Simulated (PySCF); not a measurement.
One of the candidates below gave these computed data.

All candidates are C4H9N.

| technique | computed result |
| --- | --- |
| XPS | C1s 290.5, C1s 290.5 (×2), C1s 291.4, N1s 404.8 eV [ΔSCF SCAN, pcX-2 on the ionised atom, pcseg-1 elsewhere, spin-free X2C] |
| Rotational structure | rotational constants A, B, C: 12.454, 3.198, 2.867 GHz [PBE0-D3(BJ)/def2-SVP] |
| Valence photoelectron | vertical ionisation energy: 9.42 eV [ΔSCF CAM-B3LYP/def2-SVPD] |
| 13C NMR | chemical shifts (computed TMS as zero) by class: 51.9 (1 C), 14.5 (1 C), 4.2 (2 C) ppm [GIAO PBE0/pcSseg-1] |
| Polarisability | 56.4 au [CAM-B3LYP/def2-SVPD] |
| Dipole | 1.18 D [CAM-B3LYP/def2-SVPD] |

Gas-phase values; electronic properties from PySCF, density fitting. Levels stand in brackets. One conformer (not necessarily the lowest) at the PBE0-D3(BJ)/def2-SVP geometry, without solvent, vibrations or thermal averaging. NMR classes are plain means over equivalent atoms (diastereotopic ones count apart unless rotation or inversion swaps them), as if these changed places fast.

Question: Which candidate is it?
A. `NCC1CC1`
B. `NC1CCC1`
C. `CNC1CC1`

Answer: A. It is `NCC1CC1`. Numbering: `[NH2:1][CH2:2][CH:3]1[CH2:4][CH2:5]1`. Its formula, C4H9N, gives 1 degree of unsaturation: 1 ring and 0 π bonds in the structure found. 4 carbons fall into 3 classes; from least to most shielded: chain sp3 carbon bound to nitrogen [C2] (51.9 ppm), three-membered-ring carbon [C3] (14.5 ppm), three-membered-ring carbon [C4/C5] (4.2 ppm, 2 C, up to 2.4 ppm apart in this geometry). The core levels belong to: C1s 290.5 eV, three-membered-ring carbon [C3]; C1s 290.5 eV, three-membered-ring carbon [C4/C5]; C1s 291.4 eV, sp3 carbon bound to nitrogen [C2]; N1s 404.8 eV, primary amine nitrogen [N1]. One atom of each topological class was ionised and stands for its class. The first electron is taken from the HOMO, whose largest Löwdin shares are 0.61 on the primary amine nitrogen, 0.14 on the sp3 carbon bound to nitrogen, 0.07 on a methylene hydrogen and 0.06 on an N–H hydrogen. The optimised geometry has point group C1 and is an asymmetric top.

The others, at the same levels:
- `CNC1CC1` fails: its computed 13C shifts are 36.9 (1 C), 32.2 (1 C), 8.7 (2 C) ppm, core binding energies are C1s 290.4 (×2), C1s 291.2, C1s 291.3, N1s 404.8 eV and smallest rotational constant is 2.999 GHz (against 2.867 GHz).
- `NC1CCC1` fails: its computed core binding energies are C1s 290.3 (×2), C1s 290.4, C1s 291.2, N1s 404.9 eV, rotational constant A is 10.045 GHz (against 12.454 GHz) and smallest rotational constant is 3.399 GHz (against 2.867 GHz).

Each candidate is one conformer, not necessarily the lowest. The conformers computed, where there is a choice (atom-mapped SMILES and torsion angles):
- `[NH2:1][CH2:2][CH:3]1[CH2:4][CH2:5]1`: N1–C2–C3–C4 157°, H–N1–C2–C3 -62°, H–N1–C2–C3 180°
- `[CH3:1][NH:2][CH:3]1[CH2:4][CH2:5]1`: C1–N2–C3–C4 -87°
- `[NH2:1][CH:2]1[CH2:3][CH2:4][CH2:5]1`: H–N1–C2–C3 -62°, H–N1–C2–C3 179°
